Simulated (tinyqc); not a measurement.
ROHF in the sto-3g basis, for H2O, spin multiplicity 3, step by step. One step of it, computed by the program tinyqc.

Problem. Iteration 1: Roothaan effective Fock matrix. With projectors Pc = D(beta) S, Po = (D(alpha) - D(beta)) S, Pv = 1 - D(alpha) S, the block xy is Px^T F Py; with Fc = (F(alpha) + F(beta))/2, the blocks are Fc for cc, oo, vv and cv, F(beta) for co and F(alpha) for ov.

F(alpha) (hartree):
```
             1O 1s      1O 2s     1O 2px     1O 2py     1O 2pz      2H 1s      3H 1s
1O 1s   -19.501864  -5.030652   0.000000   0.000000  -0.007146  -1.012112  -1.012112
1O 2s    -5.030652  -2.248713   0.000000   0.000000  -0.164698  -0.835885  -0.835885
1O 2px    0.000000   0.000000  -0.198222   0.000000   0.000000   0.000000   0.000000
1O 2py    0.000000   0.000000   0.000000  -0.222993   0.000000  -0.251355   0.251355
1O 2pz   -0.007146  -0.164698   0.000000   0.000000  -0.188041  -0.279227  -0.279227
2H 1s    -1.012112  -0.835885   0.000000  -0.251355  -0.279227  -0.496921  -0.432589
3H 1s    -1.012112  -0.835885   0.000000   0.251355  -0.279227  -0.432589  -0.496921
```

F(beta) (hartree):
```
             1O 1s      1O 2s    1O 2px     1O 2py     1O 2pz      2H 1s      3H 1s
1O 1s   -19.473504  -4.992171  0.000000   0.000000  -0.006940  -1.004292  -1.004292
1O 2s    -4.992171  -2.045263  0.000000   0.000000  -0.144129  -0.717139  -0.717139
1O 2px    0.000000   0.000000  0.687158   0.000000   0.000000   0.000000   0.000000
1O 2py    0.000000   0.000000  0.000000  -0.155335   0.000000  -0.204165   0.204165
1O 2pz   -0.006940  -0.144129  0.000000   0.000000  -0.118989  -0.211373  -0.211373
2H 1s    -1.004292  -0.717139  0.000000  -0.204165  -0.211373  -0.114744  -0.246631
3H 1s    -1.004292  -0.717139  0.000000   0.204165  -0.211373  -0.246631  -0.114744
```

D(alpha) at the start:
```
            1O 1s      1O 2s    1O 2px     1O 2py     1O 2pz      2H 1s      3H 1s
1O 1s    1.069139  -0.324455  0.000000   0.000000  -0.038657   0.081744   0.081744
1O 2s   -0.324455   1.614476  0.000000   0.000000   0.291163  -0.615700  -0.615700
1O 2px   0.000000   0.000000  1.000000   0.000000   0.000000   0.000000   0.000000
1O 2py   0.000000   0.000000  0.000000   1.155778   0.000000  -0.168285   0.168285
1O 2pz  -0.038657   0.291163  0.000000   0.000000   1.152716  -0.322937  -0.322937
2H 1s    0.081744  -0.615700  0.000000  -0.168285  -0.322937   0.707392   0.658386
3H 1s    0.081744  -0.615700  0.000000   0.168285  -0.322937   0.658386   0.707392
```

D(beta) at the start:
```
            1O 1s      1O 2s    1O 2px     1O 2py     1O 2pz      2H 1s      3H 1s
1O 1s    1.066296  -0.295037  0.000000   0.000000  -0.025058   0.038693   0.038693
1O 2s   -0.295037   1.310077  0.000000   0.000000   0.150454  -0.170240  -0.170240
1O 2px   0.000000   0.000000  0.000000   0.000000   0.000000   0.000000   0.000000
1O 2py   0.000000   0.000000  0.000000   1.155778   0.000000  -0.168285   0.168285
1O 2pz  -0.025058   0.150454  0.000000   0.000000   1.087673  -0.117022  -0.117022
2H 1s    0.038693  -0.170240  0.000000  -0.168285  -0.117022   0.055502   0.006496
3H 1s    0.038693  -0.170240  0.000000   0.168285  -0.117022   0.006496   0.055502
```

overlap S:
```
           1O 1s     1O 2s    1O 2px     1O 2py    1O 2pz     2H 1s      3H 1s
1O 1s   1.000000  0.236704  0.000000   0.000000  0.000000  0.046856   0.046856
1O 2s   0.236704  1.000000  0.000000   0.000000  0.000000  0.436638   0.436638
1O 2px  0.000000  0.000000  1.000000   0.000000  0.000000  0.000000   0.000000
1O 2py  0.000000  0.000000  0.000000   1.000000  0.000000  0.287326  -0.287326
1O 2pz  0.000000  0.000000  0.000000   0.000000  1.000000  0.236449   0.236449
2H 1s   0.046856  0.436638  0.000000   0.287326  0.236449  1.000000   0.232069
3H 1s   0.046856  0.436638  0.000000  -0.287326  0.236449  0.232069   1.000000
```

Give: effective F.

Solution.

effective F (hartree):
```
           1O 1s    1O 2s  1O 2px   1O 2py   1O 2pz    2H 1s    3H 1s
1O 1s   -19.4877  -5.0119  0.0000   0.0000  -0.0074  -1.0104  -1.0104
1O 2s    -5.0119  -2.1493  0.0000   0.0000  -0.1543  -0.7816  -0.7816
1O 2px    0.0000   0.0000  0.2445   0.0000   0.0000   0.0000   0.0000
1O 2py    0.0000   0.0000  0.0000  -0.1892   0.0000  -0.2278   0.2278
1O 2pz   -0.0074  -0.1543  0.0000   0.0000  -0.1520  -0.2414  -0.2414
2H 1s    -1.0104  -0.7816  0.0000  -0.2278  -0.2414  -0.3078  -0.3415
3H 1s    -1.0104  -0.7816  0.0000   0.2278  -0.2414  -0.3415  -0.3078
```
